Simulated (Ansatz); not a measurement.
System: CsCl-type TlCl. Method: LDA (plane waves, PAW; Ansatz, a first-principles code).

Numerical settings: plane-wave cutoff 520 eV, 6×6×6 k mesh, perturbation theory, scalar-relativistic PAW data made under PBE.

Computed at the level's own relaxed cell.

Q: Give the computed zone-centre TO phonon frequency.

A: 
zone-centre TO phonon frequency: 63 cm⁻¹

Spin–orbit coupling is not included; it can shift volumes and moduli of such heavy elements.

Cost on a shared machine: around 110 core-seconds (rough).
